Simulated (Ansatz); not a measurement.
Compare A (`OCC#CF`) with its isomer B (`OC1=C(F)C1`).

Calculated with Ansatz (gas phase, PBE0-D4/def2-TZVP geometries, no zero-point term in ΔE). CCSD(T)/CBS adds triple-zeta CCSD(T) − MP2 to the extrapolated MP2 energy (def2 sets, frozen cores). DFT in def2-TZVPP. B3LYP here is the variant with VWN-RPA as its local correlation; programs differ in this. One conformer a species, not always the lowest.

Question: Which is lower in electronic energy at CCSD(T)/CBS, and by how much? (Estimate.)

Answer: Computed: A, by 32.4 kJ/mol.

Question: Give E(B) − E(A) in kJ/mol with B2PLYP, CCSD(T)/def2-TZVPP, B3LYP, MP2/def2-TZVPP, HF/def2-TZVPP, CCSD/def2-TZVPP, B3LYP-D4. (Estimate.)

Answer: The calculation gave: B2PLYP 33.2, CCSD(T)/def2-TZVPP 32.0, B3LYP 30.0, MP2/def2-TZVPP 30.4, HF/def2-TZVPP 51.7, CCSD/def2-TZVPP 35.1, B3LYP-D4 28.7. None reverses the order clearly.

Question: Does the order hold for the free energy at 298.15 K (harmonic terms from PBE0-D4)? (Estimate.)

Answer: Ansatz gave: Yes: G(B) − G(A) = +34.2 kJ/mol, for one conformer each.

Largest T1 diagnostic: 0.012.

From BLYP to BHLYP (50 % exact exchange), in def2-TZVPP and without D4, E(B) − E(A) moves by +3.2 kJ/mol. At CCSD(T), def2-SVP lies −8.8 kJ/mol from the extrapolated value and def2-TZVPP −0.4 kJ/mol.
